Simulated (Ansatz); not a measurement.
# SiH5 (doublet): from Hartree-Fock to the top rungs at distance H1–H2 along a hydrogen transfer = 1.078 Å, cc-pVTZ

One table from this session's results is given with a row withheld; the runs are named, their logs left out.

The runs use Ansatz 0.2.0, Gaussian basis; cc-pVTZ, core rule «outside noble gas», up to 5 orbitals frozen.

To be run: UHF; CCSD(T) on ROHF; CCSD(T) on UHF; BCCD(T) on ROHF; CISD; CCSDT(Q) on ROHF; CCSDT(Q) on UHF; CASSCF and NEVPT2, 3 electrons in 3 orbitals; CASSCF and NEVPT2, 9 electrons in 9 orbitals.

### The geometry

The geometry derives from fragments relaxed apart (PBE0/def2-TZVP) and kept rigid, so it is no stationary point. A hydrogen atom is moved between rigid fragments.

6 atoms, charge 0, spin multiplicity 2.

Atoms are counted from 1 here; the program's logs count them from 0.

Bond lengths: H2–Si3 1.440 Å, Si3–H4 1.486 Å, Si3–H5 1.486 Å, Si3–H6 1.486 Å. Angles: H2–Si3–H4 107.6°, H2–Si3–H5 107.6°, H2–Si3–H6 107.6°, H4–Si3–H5 111.3°, H4–Si3–H6 111.3°, H5–Si3–H6 111.3°.

Set-up of the first run:

in.yaml reads:

```yaml
crystal:
  periodic: [false, false, false]
  atoms:
    - {symbol: H, position_ang: [-2.438641, 0.000000, -0.000002]}
    - {symbol: H, position_ang: [-1.360641, 0.000000, -0.000001]}
    - {symbol: Si, position_ang: [0.079359, 0.000000, 0.000000]}
    - {symbol: H, position_ang: [0.529333, -1.416253, 0.000001]}
    - {symbol: H, position_ang: [0.529334, 0.708126, -1.226511]}
    - {symbol: H, position_ang: [0.529332, 0.708127, 1.226511]}
basis:
  gaussian: {orbitals: cc-pVTZ}
magnetization: {spin_polarized: true, initial_magnetization: 1}
hamiltonian: {xc: hf}
output: {orbitals: {seedname: orbitals}}
```

Launch:

```console
ansatz run in.yaml --threads 1 --pin off --events-out ev --progress --plain --max-ram 5120MiB --backend cpu
```

Steps of the session up to this table: UHF; CCSD(T) on ROHF; CCSD(T) on UHF; BCCD(T) on ROHF; CISD; CCSDT(Q) on ROHF; CCSDT(Q) on UHF; CASSCF and NEVPT2, 3 electrons in 3 orbitals; CASSCF and NEVPT2, 9 electrons in 9 orbitals.

One of the session's tables, all rows but one given; the rest of the session is left out.

| method | from UCCSDT(Q) (kcal/mol) |
| --- | --- |
| ROHF | +122.79 |
| UHF | +120.23 |
| RMP2 | +24.06 |
| UMP2 | +23.96 |
| CISD | +10.51 |
| RCCSD | +3.53 |
| UCCSD | +3.47 |
| RCCSD(T) | +0.64 |
| UCCSD(T) | +0.64 |
| BCCD(T) | +0.62 |
| RCCSDT | ? |
| UCCSDT | +0.08 |
| RCCSDT(Q) | +0.01 |
| UCCSDT(Q) | 0 |
| CASSCF pair | +113.21 |
| NEVPT2 pair | +24.98 |
| CASSCF valence | +86.03 |
| NEVPT2 valence | +26.15 |

Estimate the missing values for RCCSDT.

As computed: from UCCSDT(Q) (kcal/mol): +0.09. In the column «from UCCSDT(Q) (kcal/mol)» it lies between UCCSDT (+0.08) and BCCD(T) (+0.62).

Caveats from the session: Restricted and unrestricted rows rest on different reference determinants; where their highest levels disagree by more than a few hundredths of an eV, they describe different states and don't form one ladder.
